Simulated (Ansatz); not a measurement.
Below is the output of a Python script on the Ansatz DFT code, driven from Python that makes a single point in a Gaussian basis of C4H5NO, SMILES C=CC(=N)C=O. Write a script that gives it. Use: MP2, def2-SVP basis, multiplicity 1.

Contents of `c4h5no.xyz`:
```text
11

C     1.91150    0.53800   -0.23100
C     0.91350   -0.33630   -0.10220
C    -0.49770    0.07220    0.05720
N    -0.81870    1.33030    0.07740
C    -1.52980   -0.97240    0.19230
O    -2.74540   -0.67240    0.33040
H     1.73630    1.60630   -0.22530
H     2.92740    0.18270   -0.34490
H     1.15250   -1.39290   -0.11550
H    -1.80330    1.66130    0.18790
H    -1.24640   -2.01690    0.17360
```

Running `python c4h5no.py` prints:
```text
crystal:
  periodic: [false, false, false]
  atoms:
    - { symbol: C, position_ang: [1.9115, 0.538, -0.231] }
    - { symbol: C, position_ang: [0.9135, -0.3363, -0.1022] }
    - { symbol: C, position_ang: [-0.4977, 0.0722, 0.0572] }
    - { symbol: "N", position_ang: [-0.8187, 1.3303, 0.0774] }
    - { symbol: C, position_ang: [-1.5298, -0.9724, 0.1923] }
    - { symbol: O, position_ang: [-2.7454, -0.6724, 0.3304] }
    - { symbol: H, position_ang: [1.7363, 1.6063, -0.2253] }
    - { symbol: H, position_ang: [2.9274, 0.1827, -0.3449] }
    - { symbol: H, position_ang: [1.1525, -1.3929, -0.1155] }
    - { symbol: H, position_ang: [-1.8033, 1.6613, 0.1879] }
    - { symbol: H, position_ang: [-1.2464, -2.0169, 0.1736] }
basis:
  gaussian:
    orbitals: def2-SVP
correlation:
  method: mp2
output:
  orbitals: {}

reference energy     -7711.893245 eV
total energy         -7735.550211 eV
occupied (up, down): [16, 16]  virtual: [87, 87]  frozen: 6
correlation energy -23.65697 eV
mean field: -283.4068494 Ha, <S^2> = 0.0000, stability: minimum
HOMO -9.985 eV, LUMO 1.093 eV, gap 11.078 eV
```

The script that was run (others could print the same):

`c4h5no.py`
```python
# -*- coding: utf-8 -*-
from pathlib import Path

import ansatz as az

mol = az.Crystal.molecule_from_extxyz("c4h5no.xyz")

setup = (
    mol.calculation()
    .basis(gaussian="def2-SVP")
    .correlation("mp2")
    .orbitals()
)
print(setup.to_yaml())
done = setup.run(threads=1, runs_dir="out")
data = done.report

print("reference energy %16.6f eV" % data["reference_energy_ev"])
print("total energy     %16.6f eV" % data["free_energy_ev"])
print("occupied (up, down):", data["n_occupied"], " virtual:", data["n_virtual"], " frozen:", data["n_frozen"])

print("correlation energy", round(data["free_energy_ev"] - data["reference_energy_ev"], 5), "eV")
cluster = data["correlation"].get("coupled_cluster")
if cluster:
    print("cycles", cluster["cycles"], " T1 diagnostic", round(cluster["t1_diagnostic"], 4), " largest double", round(cluster["largest_double"], 4))

state = data["mean_field"]["state"]
print(f"mean field: {state['energy']['hartree']:.7f} Ha, <S^2> = {abs(state['spin_squared']):.4f}, stability: {state.get('stability', {}).get('kind')}")

lines = Path(data["orbitals_path"]).read_text().splitlines()
field_of = lambda key: [line.split("=")[1].strip() for line in lines if line.startswith(key)]
orbitals = [(27.211386 * float(e), s, float(n)) for e, s, n in zip(field_of("Ene="), field_of("Spin="), field_of("Occup="))]
homo = max(e for e, _, n in orbitals if n > 0.5)
lumo = min(e for e, _, n in orbitals if n < 0.5)
print(f"HOMO {homo:.3f} eV, LUMO {lumo:.3f} eV, gap {lumo - homo:.3f} eV")
```

Total energies depend on the basis set; only differences at equal settings carry meaning. The geometry is a force-field or estimated start, not a minimum of this method, and the basis set is short of its limit. Levels such as HOMO and LUMO are orbital energies: in Hartree-Fock the gap is too wide and the LUMO hangs on the basis. Inner cores stay frozen, so this is valence correlation. S² is that of the Hartree-Fock reference. It ran for 2.7 s on 1 thread of Arm Neoverse V1 (shared host), peak memory 0.26 GiB.

(A comment or docstring line of the script was reworded after the run, the code is as it ran; lines on the test bed's own set-up are left out of the output.)
